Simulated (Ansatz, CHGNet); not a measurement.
For hcp Zr, the machine-learned potential CHGNet-r²SCAN (trained on r²SCAN data) gives:

```
Property              Result
-------------------  -------
lattice constant a   3.208 Å
lattice parameter c  5.248 Å
```

Question: What does r²SCAN+rVV10 (plane waves, PAW; Ansatz, an electronic-structure program) give for the same quantities?

Answer: 
- lattice constant a: 3.234 Å (increases by 0.8 %)
- lattice parameter c: 5.142 Å (drops by 2.0 %)

For comparison: lattice constant a 3.232 Å (measured, 293 K, no zero-point or thermal correction; as tabulated in Wikipedia's data pages); lattice parameter c 5.148 Å (measured, 293 K, no zero-point or thermal correction; as tabulated in Wikipedia's data pages).

Changes are worked out from the printed values.

Unless a cell is named, each level is at its own relaxed cell (CHGNet-r²SCAN 23.38, r²SCAN+rVV10 23.28 Å³/atom).

Ansatz's density-functional and Hartree–Fock values are scalar-relativistic unless marked +SOC, with PAW data made under PBE.
